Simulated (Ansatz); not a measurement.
The cluster B3H6⁻. The state is a triplet with charge -1. Geometry PBE-D4/def2-TZVP, that of the neutral doublet.

| atom | x (Å) | y (Å) | z (Å) |
| --- | --- | --- | --- |
| B1 | 0.122 | 0.597 | 0.585 |
| B2 | -0.126 | 0.073 | -1.055 |
| B3 | -0.075 | -1.058 | 0.090 |
| H4 | 1.222 | 0.983 | 0.916 |
| H5 | -0.184 | -2.236 | -0.018 |
| H6 | -0.283 | -0.056 | -2.225 |
| H7 | 0.011 | 1.278 | -0.745 |
| H8 | 0.102 | -0.727 | 1.284 |
| H9 | -0.788 | 1.146 | 1.168 |

At PBE-D4/def2-TZVPD, r2SCAN-D4/def2-TZVPD, PBE0-D4/def2-TZVPD the highest occupied level of the charge -1 triplet lies above zero (up to 2.36 eV). By energy differences it is unbound by 0.79 eV (vertical, to the charge 0 doublet, at r2SCAN-D4/def2-TZVPD) and held by the finite basis. At PBE-D4/def2-TZVPD the gap within one spin of the charge -1 triplet nearly closes, so an electron or hole may be smeared out by delocalisation error. At PBE0-D4/def2-TZVPD a singlet of charge -1 lies 1.81 eV below the triplet at the same geometry. The structure comes from a short search, and lower isomers may exist.

Q: Estimate the α-spin orbital energies around the gap (eV) in Ansatz with PBE-D4/def2-TZVPD, r2SCAN-D4/def2-TZVPD, PBE0-D4/def2-TZVPD.

A: 
```csv
orbital,PBE-D4/def2-TZVPD,r2SCAN-D4/def2-TZVPD,PBE0-D4/def2-TZVPD
HOMO−5,-5.50,-5.50,-7.16
HOMO−4,-5.07,-5.04,-6.66
HOMO−3,-4.94,-5.01,-6.56
HOMO−2,-4.00,-3.87,-5.49
HOMO−1,-0.89,-0.89,-2.07
HOMO,2.18,2.36,1.83
LUMO,2.31,2.59,2.78
LUMO+1,2.65,3.03,2.90
LUMO+2,2.68,3.20,2.98
LUMO+3,3.82,4.38,4.42
LUMO+4,4.15,4.64,4.59
LUMO+5,4.21,4.72,4.61
β HOMO,-3.73,-3.61,-5.18
β LUMO,0.49,1.42,1.24
```
